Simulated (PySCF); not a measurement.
CF₄ was optimised in PySCF in the def2-TZVP basis family (density fitting, no spin–orbit coupling) with several functionals.

One of them gave a singlet of Td symmetry with a mean bond of 1.326 Å to C, wavenumbers 428 (×2), 622 (×3), 900, 1250 (×3) cm⁻¹ and a HOMO–LUMO gap of 14.51 eV.

Question: Which level of theory was it?
A. PBE0
B. B3LYP
C. PBE

Answer: B. That is B3LYP, with C–F 1.326 Å (×4). The others give PBE 1.337 Å and 1199 cm⁻¹ for the highest mode; PBE0 1.318 Å and 1296 cm⁻¹ for the highest mode.

Only the bonding shown was studied: isomers, or loss of a ligand pair, can lie lower.
